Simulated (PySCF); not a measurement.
# C2H6S: geometry, coupled-cluster ionisations and excitations

Aim: predict the coupled-cluster ionisations and excitations of C2H6S (`CSC`).

Programs: PySCF 2.14.0, with density-fitted response routines of our own. Each step states its level of theory. These are calculated values for one molecule in the gas phase, unless marked as measured. Atoms are numbered from 0 throughout.

### 1 The starting structure

9 atoms, charge 0, multiplicity 1; geometry from: GFN2-xTB.

Bonds of the start (Å): C0–S1 1.81, S1–C2 1.81, C0–H3 1.09, C0–H4 1.08, C0–H5 1.09, C2–H6 1.09, C2–H7 1.08, C2–H8 1.09.

### 2 Geometry optimisation at PBE0-D3(BJ)/def2-TZVP

Job settings and geometry (Å):

```
{"job": {"xc": "PBE0", "basis": "def2-TZVP", "d3": "d3bj", "grid": 2, "kind": "geom"}, "charge": 0, "multiplicity": 1}
C      1.275940     0.159840     0.765410
S      0.013490     0.259390    -0.534130
C     -1.302660    -0.674830     0.295080
H      1.525050    -0.881410     0.951080
H      2.148340     0.691040     0.400870
H      0.903790     0.632170     1.670550
H     -0.958610    -1.685320     0.497990
H     -2.148800    -0.699790    -0.382840
H     -1.579700    -0.171680     1.217490
```

**Question.** This job is followed by: EOM-CCSD/aug-cc-pVDZ, vertical, frozen core, gas phase. What will the session give for the following? point group; rotational constants (main isotopes); correlation energy, MP2 and CCSD; T1 diagnostic; first ionisation (EOM-IP-CCSD); lowest singlet (EOM-EE-CCSD).

As calculated:

```
                            quantity                  value
                         point group                    C2v
rotational constants (main isotopes)  18.05, 7.65, 5.77 GHz
    correlation energy, MP2 and CCSD      -12.28, -13.55 eV
                       T1 diagnostic                 0.0092
      first ionisation (EOM-IP-CCSD)                8.52 eV
        lowest singlet (EOM-EE-CCSD)                5.52 eV
```

What this shows: Over 3 steps the energy fell by 0.016 eV; of the close pairs, S1–C2 changed most, 1.815 to 1.795 Å. MP2 recovers 91 % of the CCSD correlation energy. For the hole of the first ionisation, Koopmans' theorem lies 0.58 eV above EOM-IP-CCSD.
